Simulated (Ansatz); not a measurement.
Basis-set extrapolation for C3H5F3 (`FCC(F)CF`) (PBE0-D4/def2-TZVP geometry, frozen core, the Gaussian-basis code of Ansatz). Multiplicity 1, RHF reference.

```csv
,def2-TZVPP,def2-QZVPP
HF,-414.996183,-415.014364
MP2 correlation,-1.248769,-1.354909
CCSD(T) correlation,-1.321282,not run
```

Energies in hartree. Use E(X) = E(∞) + A·exp(−7.88·√X) for Hartree–Fock and E(X) = E(∞) + B·X^(−2.97) for correlation, with X = 3 and 4, and add CCSD(T) minus MP2 of the smaller set to the MP2 limit.

Problem. What is the CCSD(T) energy at the basis-set limit?

Solution. HF limit: -415.014364 + (-0.018181) × 0.13774 = -415.01687. MP2 limit: -1.354909 + (-0.106140) × 0.74074 = -1.43353. Higher-order term: -1.321282 − (-1.248769) = -0.07251. Total: -416.52291 hartree, 539.4 kJ/mol below CCSD(T)/def2-TZVPP.
